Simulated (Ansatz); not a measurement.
Crystal: Ba, bcc type, 1 atom in the cell.

Level of theory: r²SCAN, plane waves, PAW datasets (generated soft set 1) (Ansatz).

Cutoff 500 eV; k-mesh 10×10×10 Γ-centred; Fermi–Dirac smearing of 0.1 eV; no spin polarisation; no spin–orbit coupling.

The fit to the energies gives V₀ = 65.277 Å³/atom (a₀ = 5.073 Å), B₀ = 8.3 GPa, B₀′ = 2.97.

(1) What pressure does the program print at V = 63.954 Å³/atom, and how far above the lowest computed point (V = 65.853 Å³/atom) does the energy lie?

Answers

(1) 0.17 GPa and 0.58 meV/atom. All points:

```tsv
V (Å³/atom)	a (Å)	E − E(min) (meV/atom)	P (GPa)
58.255	4.8841	22.51	1.11
60.154	4.9367	11.44	0.76
62.054	4.9881	4.27	0.45
63.954	5.0385	0.58	0.17
65.853	5.0879	0.00	-0.07
```

The stress includes the program's correction for the finite plane-wave basis.
